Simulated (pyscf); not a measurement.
Single points on ωB97X-D3(BJ)/def2-SVP structures (PySCF, gas phase).

### Question
Estimate the classical barrier height and the reaction energy of F–SiH₂–O–SiH₃ + trifluoromethyl (F–C•(F)–F) -> •H₂Si–O–SiH₃ + tetrafluoromethane (F–C(F)(F)–F) at ωB97M-D3(BJ)/def2-TZVP. The step runs on the doublet surface, breaks F–Si and forms C–F; take the separated reactants as zero.

### Answer
ΔE‡ = 62.0 kcal/mol, ΔE = +28.4 kcal/mol. Zero-point energy shifts the barrier by -0.9 kcal/mol. It is an atom transfer, with an imaginary mode of 1042i cm⁻¹. One saddle was located; it need not be the lowest between these sides. The angle at the transferred F is 165°.
